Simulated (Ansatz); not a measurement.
Compare A (`O[SiH2][SiH2]`•) with its isomer B (`O[SiH][SiH3]`•).

Computed with Ansatz on PBE0-D4/def2-TZVP structures; ΔE is electronic, products minus reactants. CCSD(T)/CBS adds triple-zeta CCSD(T) − MP2 to the extrapolated MP2 energy (def2 sets, frozen cores). DFT in def2-TZVPP. B3LYP here is the variant with VWN-RPA as its local correlation; programs differ in this. No spin–orbit coupling; open shells (•) take unrestricted orbitals. Each species was taken in one conformer, which may not be the lowest.

A:

Z-matrix (Å, degrees):
```
Si
Si 1 2.337
O 1 1.652 2 111.8
H 1 1.494 2 110.3 3 123.6
H 1 1.483 2 109.1 3 -117.0
H 2 1.490 1 114.2 3 171.8
H 2 1.491 1 114.7 3 -61.1
H 3 0.958 1 117.8 2 63.6
```

B:

Z-matrix (Å, degrees):
```
Si
Si 1 2.344
H 1 1.491 2 114.5
H 1 1.489 2 108.6 3 -120.8
H 1 1.488 2 108.0 3 121.6
O 2 1.657 1 114.2 3 61.6
H 2 1.490 1 113.1 3 -58.0
H 6 0.959 2 116.9 1 52.3
```

(1) Which isomer does CCSD(T)/CBS put lower? Give the gap. (Best estimate.)

(2) Give E(B) − E(A) in kcal/mol with PBE0-D4, r2SCAN-D4, PBE-D4, B3LYP-D4, MP2/def2-TZVPP, CCSD/def2-TZVPP, CCSD(T)/def2-SVP. (An estimate is asked.)

(3) Does the order hold for the free energy at 298.15 K (harmonic terms from PBE0-D4)? (Estimate.)

Largest T1 diagnostic: 0.016.

## Answers

(1) The calculation gave: A, by 0.7 kcal/mol.

(2) Ansatz gave: PBE0-D4 0.1, r2SCAN-D4 0.2, PBE-D4 -0.8, B3LYP-D4 -0.2, MP2/def2-TZVPP 1.1, CCSD/def2-TZVPP 1.2, CCSD(T)/def2-SVP 1.1. The order is the other way round with PBE-D4, B3LYP-D4.

(3) The calculation gave: Yes: G(B) − G(A) = +1.4 kcal/mol, for one conformer each.

From BLYP to BHLYP (50 % exact exchange), in def2-TZVPP and without D4, E(B) − E(A) moves by +1.7 kcal/mol. Leaving LDA and LC-ωPBE aside and taking each functional with its dispersion term where it has one, the values, not all of them listed here, spread over 1.8 kcal/mol, from BLYP-D4 to PBE-QIDH.
